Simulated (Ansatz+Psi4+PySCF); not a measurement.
Values are calculated unless marked as measured or tabulated.
## Ansatz (development build ahead of 0.2.0) run

```yaml
crystal:
  periodic: [false, false, false]
  atoms:
    - { symbol: C, position_ang: [0.0, 0.0, 0.17434] }
    - { symbol: H, position_ang: [0.0, 0.86223, -0.52303] }
    - { symbol: H, position_ang: [0.0, -0.86223, -0.52303] }
basis:
  gaussian: { orbitals: cc-pVTZ }
hamiltonian:
  xc: hf
correlation:
  method: mp2
  frozen_orbitals: { C: 1, H: 0 }
output:
  forces: true
```

The input is written out in the form of the current development build from the run's settings.

Results

* Converged: yes
* Reference energy: -38.89231 hartree
* Correlation energy: -0.13867 hartree
* Total energy: -39.03098 hartree
* Spin squared of the determinant: 0.000
* Stability test: minimum among restricted orbitals
* Occupied orbitals by symmetry in an Abelian subgroup (alpha; beta): 3 A1 1 B2; 3 A1 1 B2

Forces (eV/Å):
```tsv
atom	Fx	Fy	Fz
C1	0.000	0.000	-0.139
H2	0.000	-0.131	0.069
H3	0.000	0.131	0.069
```

Caution: another spin multiplicity may lie lower; unrestricted orbitals would lower the determinant.
